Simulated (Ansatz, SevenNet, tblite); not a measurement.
How well does each level of theory give the bulk modulus of fluorite SrCl2?

Reference value: 34.3 GPa (measured, temperature not stated, not corrected to a static lattice, from elastic constants; as tabulated in Kanchana et al., Calculated structural, elastic and electronic properties of …).

### Question
What do GFN1-xTB, SevenNet-l3i5, LDA, PBE, r²SCAN, HSE06, PBE0 give, and how far is each from the reference?

### Answer

```json
[
 {"level (code)": "GFN1-xTB (tblite)", "value (GPa)": "40.1", "cell (Å³/atom)": "22.90", "difference (%)": "+16.9"},
 {"level (code)": "SevenNet-l3i5", "value (GPa)": "33.6", "cell (Å³/atom)": "29.13", "difference (%)": "-2.0"},
 {"level (code)": "LDA (Ansatz)", "value (GPa)": "44.1", "cell (Å³/atom)": "26.20", "difference (%)": "+29"},
 {"level (code)": "PBE (Ansatz)", "value (GPa)": "33.6", "cell (Å³/atom)": "29.09", "difference (%)": "-2.0"},
 {"level (code)": "r²SCAN (Ansatz)", "value (GPa)": "37.5", "cell (Å³/atom)": "28.51", "difference (%)": "+9.3"},
 {"level (code)": "HSE06 (Ansatz)", "value (GPa)": "35.5", "cell (Å³/atom)": "28.68", "difference (%)": "+3.5"},
 {"level (code)": "PBE0 (Ansatz)", "value (GPa)": "35.7", "cell (Å³/atom)": "28.62", "difference (%)": "+4.1"}
]
```

The reference's temperature isn't stated, so close values are not ranked against it. Off by more than 20 %, or 28 % on the side where a correction would as a rule narrow the miss (bounds picked here): LDA (+29 %).

The measured value isn't corrected to a static lattice, so vibrations enter the comparison. A static lattice is as a rule stiffer than a warm one, by over a tenth in soft solids.  GFN1-xTB: the method was fitted mainly to molecules. GFN1-xTB: the run uses a supercell at the zone centre in place of a k mesh. Each level is taken at its own relaxed cell. Cutoffs and k meshes differ between the levels. Ansatz's density-functional and Hartree–Fock values are scalar-relativistic unless marked +SOC, with PAW data made under PBE.

Machine-learned potentials (SevenNet-l3i5) are trained on DFT data: a solid inside that data is no test of them.

Differences are worked out from the printed values.

Ansatz is an electronic-structure program.
